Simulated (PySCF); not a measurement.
Potential energy of AlCl along the bond

Set-up: Al def2-TZVPP, Cl def2-TZVPP; no relativity (PySCF 2.14). Energies in eV from Al + Cl in their ground configurations at the same level. State: ¹Σ⁺ (singlet), closed shell.

All columns are PBEsol. A positive dipole means Al(−)Cl(+).

| R (Å) | E (eV) | μ (D) | Mulliken charge on Al (basis-dependent) | HOMO (eV) | LUMO (eV) | Mayer bond order | ⟨S²⟩ |
| --- | --- | --- | --- | --- | --- | --- | --- |
| 1.852 | -4.610 | 0.39 | 0.06 | -5.45 | -1.89 | 1.42 | 0.00 |
| 1.938 | -5.101 | -0.11 | 0.11 | -5.62 | -2.02 | 1.37 | 0.00 |
| 2.024 | -5.368 | -0.63 | 0.16 | -5.79 | -2.15 | 1.32 | 0.00 |
| 2.088 | -5.462 | -1.03 | 0.20 | -5.91 | -2.25 | 1.27 | 0.00 |
| 2.153 | -5.488 | -1.44 | 0.24 | -6.03 | -2.35 | 1.23 | 0.00 |
| 2.218 | -5.464 | -1.85 | 0.27 | -6.14 | -2.45 | 1.18 | 0.00 |
| 2.304 | -5.373 | -2.41 | 0.32 | -6.27 | -2.57 | 1.13 | 0.00 |
| 2.411 | -5.197 | -3.10 | 0.37 | -6.40 | -2.73 | 1.06 | 0.00 |
| 2.541 | -4.932 | -3.91 | 0.41 | -6.49 | -2.91 | 1.00 | 0.00 |
| 2.713 | -4.535 | -4.95 | 0.46 | -6.33 | -3.14 | 0.94 | 0.00 |

A fit through these points gives, at Re = 2.151 Å, μ = -1.43 D and dμ/dR = -6.40 D/Å; the reduced mass is 15.23 u.

Task: How strong is the fundamental in the double-harmonic approximation, I = 42.26·(dμ/dR)²/μred km/mol?

Result: I = 42.26·(-6.40)²/15.23 = 114 km/mol at PBEsol.
